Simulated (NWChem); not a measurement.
## isobutene (C4H8) in NWChem

SMILES: C=C(C)C
```xyz
12

C     -1.2771     0.0000    -0.6812
C      0.0000     0.0000     0.1208
C      1.2771     0.0000    -0.6812
C      0.0000     0.0000     1.4702
H     -1.3299    -0.8886    -1.3479
H     -1.3299     0.8886    -1.3479
H     -2.1762     0.0000    -0.0350
H      1.3299    -0.8886    -1.3479
H      2.1762     0.0000    -0.0350
H      1.3299     0.8886    -1.3479
H      0.9401     0.0000     2.0449
H     -0.9401     0.0000     2.0449
```
Charge 0, spin multiplicity 1.

Program: NWChem. All single points use one geometry, from PBE/def2-SVP, a minimum by its harmonic frequencies.

No SCF solution was tested for a lower state.

Worked example. At BHandHLYP/def2-TZVP the parent has a total energy of -157.17340 Ha and the doublet with one electron less, at the same geometry, -156.84382 Ha. The vertical ionisation energy is their difference.

ΔE = -156.84382 − (-157.17340) = 0.32958 Ha. Times 27.2114 eV/Ha this is 8.97 eV, or 865 kJ/mol; λ = 1239.84/8.97 = 138.2 nm. No relaxation of the ion's geometry and no zero-point term enter.
